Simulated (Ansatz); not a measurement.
Ansatz (a first-principles code) input (B3LYP-D3(BJ)/def2-TZVP):

Ansatz 0.2 input:
```yaml
crystal:
  periodic: [false, false, false]
  atoms:
    - {symbol: C, position_ang: [-0.62771000, 0.13746760, -0.11720572]}
    - {symbol: C, position_ang: [0.57033210, -0.02366363, 0.31751486]}
    - {symbol: H, position_ang: [-1.11372761, -0.16846940, -1.06751401]}
    - {symbol: H, position_ang: [1.45799498, -0.51435441, -0.13434084]}
basis:
  gaussian:
    orbitals: def2-TZVP
hamiltonian:
  xc: b3lyp
  dispersion: d3bj
total_charge: -1
magnetization: {spin_polarized: true, initial_magnetization: 1}
phonons: {temperatures: {t_min: 298.15, t_max: 298.15, t_step: 100}}
```

Output:

```
Functional definition: B3LYP
integrals: 0.01 GiB planned
448 factors; their error is unknown
mean field: 0.17 GiB planned
mean field evaluation 1: about -2102.3803 eV, gradient 1.5e1 eV
mean field evaluation 2: about -2101.3244 eV, gradient 2.0e1 eV
mean field evaluation 4: about -2103.5747 eV, gradient 2.0e-1 eV
mean field evaluation 8: about -2103.5740 eV, gradient 3.0e-2 eV
mean field evaluation 16: about -2103.5740 eV, gradient 1.8e-5 eV
mean field -2103.57403829 eV, -77.3049200534 hartree, gradient 1.8e-5 eV, S^2 0.755724; 0 other end points of the search recorded, 0 dependent functions left out
the calculation of the forces begins
reference -2103.57421018 eV, -77.3049263701 hartree; 8, 7 occupied and 66, 67 virtual orbitals, 448 factors
these checks for a lower state are left out or cut short: stability, starts, cluster_reference, orbital_swaps, neighbouring_geometries, increment
integrals: 0.01 GiB planned
448 factors; their error is unknown
mean field: 0.17 GiB planned
mean field -2103.57396046 eV, -77.3049171934 hartree, gradient 2.9e-6 eV, S^2 0.755733; 0 other end points of the search recorded, 0 dependent functions left out
the calculation of the forces begins
reference -2103.57413244 eV, -77.3049235133 hartree; 8, 7 occupied and 66, 67 virtual orbitals, 448 factors
these checks for a lower state are left out or cut short: stability, starts, cluster_reference, orbital_swaps, neighbouring_geometries, increment
integrals: 0.01 GiB planned
448 factors; their error is unknown
mean field: 0.17 GiB planned
mean field evaluation 32: about -2103.5740 eV, gradient 1.6e-6 eV
mean field -2103.57395981 eV, -77.3049171694 hartree, gradient 1.6e-6 eV, S^2 0.755715; 0 other end points of the search recorded, 0 dependent functions left out
the calculation of the forces begins
reference -2103.57413161 eV, -77.3049234831 hartree; 8, 7 occupied and 66, 67 virtual orbitals, 448 factors
these checks for a lower state are left out or cut short: stability, starts, cluster_reference, orbital_swaps, neighbouring_geometries, increment
integrals: 0.01 GiB planned
448 factors; their error is unknown
mean field: 0.17 GiB planned
mean field -2103.57392113 eV, -77.3049157479 hartree, gradient 1.6e-6 eV, S^2 0.755719; 0 other end points of the search recorded, 0 dependent functions left out
the calculation of the forces begins
reference -2103.57409329 eV, -77.3049220746 hartree; 8, 7 occupied and 66, 67 virtual orbitals, 448 factors
these checks for a lower state are left out or cut short: stability, starts, cluster_reference, orbital_swaps, neighbouring_geometries, increment
integrals: 0.01 GiB planned
448 factors; their error is unknown
mean field: 0.17 GiB planned
mean field -2103.57392982 eV, -77.3049160671 hartree, gradient 1.5e-6 eV, S^2 0.755729; 0 other end points of the search recorded, 0 dependent functions left out
the calculation of the forces begins
reference -2103.57410144 eV, -77.3049223740 hartree; 8, 7 occupied and 66, 67 virtual orbitals, 448 factors
these checks for a lower state are left out or cut short: stability, starts, cluster_reference, orbital_swaps, neighbouring_geometries, increment
integrals: 0.01 GiB planned
448 factors; their error is unknown
mean field: 0.17 GiB planned
mean field -2103.57397144 eV, -77.3049175966 hartree, gradient 2.1e-6 eV, S^2 0.755712; 0 other end points of the search recorded, 0 dependent functions left out
the calculation of the forces begins
reference -2103.57414330 eV, -77.3049239126 hartree; 8, 7 occupied and 66, 67 virtual orbitals, 448 factors
these checks for a lower state are left out or cut short: stability, starts, cluster_reference, orbital_swaps, neighbouring_geometries, increment
integrals: 0.01 GiB planned
448 factors; their error is unknown
mean field: 0.17 GiB planned
mean field -2103.57397867 eV, -77.3049178626 hartree, gradient 2.1e-6 eV, S^2 0.755737; 0 other end points of the search recorded, 0 dependent functions left out
the calculation of the forces begins
reference -2103.57415058 eV, -77.3049241801 hartree; 8, 7 occupied and 66, 67 virtual orbitals, 448 factors
these checks for a lower state are left out or cut short: stability, starts, cluster_reference, orbital_swaps, neighbouring_geometries, increment
integrals: 0.01 GiB planned
448 factors; their error is unknown
mean field: 0.17 GiB planned
mean field evaluation 64: about -2103.5750 eV, gradient 1.3e-4 eV
mean field -2103.57402050 eV, -77.3049193999 hartree, gradient 2.2e-6 eV, S^2 0.755720; 0 other end points of the search recorded, 0 dependent functions left out
the calculation of the forces begins
reference -2103.57419230 eV, -77.3049257131 hartree; 8, 7 occupied and 66, 67 virtual orbitals, 448 factors
these checks for a lower state are left out or cut short: stability, starts, cluster_reference, orbital_swaps, neighbouring_geometries, increment
integrals: 0.01 GiB planned
448 factors; their error is unknown
mean field: 0.17 GiB planned
mean field -2103.57403071 eV, -77.3049197750 hartree, gradient 2.5e-6 eV, S^2 0.755728; 0 other end points of the search recorded, 0 dependent functions left out
the calculation of the forces begins
reference -2103.57420270 eV, -77.3049260953 hartree; 8, 7 occupied and 66, 67 virtual orbitals, 448 factors
Total energy: -2103.63741479 eV, -77.3072490970 hartree
Atom 0 at    -0.627710     0.137468    -0.117206 Å, force    -0.000284     0.000194     0.000223 eV/Å
Atom 1 at     0.570332    -0.023664     0.317515 Å, force     0.000115     0.000141     0.000367 eV/Å
Atom 2 at    -1.113728    -0.168469    -1.067514 Å, force     0.000113    -0.000171    -0.000284 eV/Å
Atom 3 at     1.457995    -0.514354    -0.134341 Å, force     0.000056    -0.000164    -0.000305 eV/Å
Dipole moment:     0.103252    -0.204791    -0.360458 e Å
Vibrations: 722.57 745.19 754.80 1712.54 2679.63 2817.86 cm⁻¹, zero-point energy 0.584747 eV
```
